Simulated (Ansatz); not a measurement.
# 1T (CdI2-type) SnSe₂

All values below come from G0W0@r²SCAN (plane waves, hard PAW, contour deformation, complete-basis limit; Ansatz, a quantum-chemistry and plane-wave program).

Settings: largest k mesh 6×6×4 (not extrapolated in the mesh).

Cell (measured lattice):

```cif
data_Se2Sn
_chemical_formula_sum 'Sn1 Se2'
_space_group_name_H-M_alt 'P-3m1'
_space_group_IT_number 164
_space_group_name_Hall '-P 3 2"'
_cell_length_a 3.81100
_cell_length_b 3.81100
_cell_length_c 6.14000
_cell_angle_alpha 90.000
_cell_angle_beta 90.000
_cell_angle_gamma 120.000
loop_
_atom_site_label
_atom_site_type_symbol
_atom_site_symmetry_multiplicity
_atom_site_Wyckoff_symbol
_atom_site_fract_x
_atom_site_fract_y
_atom_site_fract_z
_atom_site_occupancy
Sn1 Sn 1 a 0.00000 0.00000 0.00000 1
Se1 Se 2 d 0.33333 0.66667 0.25849 1
```

```yaml
band_gap: 1.24 eV
```

Measured, for comparison: band gap 0.98 eV (temperature not stated, not corrected to a static lattice, indirect, our sources range from 0.98 to 1.06; as tabulated in Gonzalez and Oleynik (2016), arXiv:1609.04381).

Note: filled d or f shells below the valence bands can shift G0W0 gaps through exchange with them, which wasn't tested here; cell and atoms aren't relaxed at this level; the gap holds a correction of +0.06 eV to the complete basis, taken at k points off the band edges; the gap is lowered by 0.23 eV for band edges off the mesh, as the parent functional finds them.

Spin–orbit coupling is not included.

Computed values are for the static lattice.

The result took about 2.5 core-hours (a rough figure).
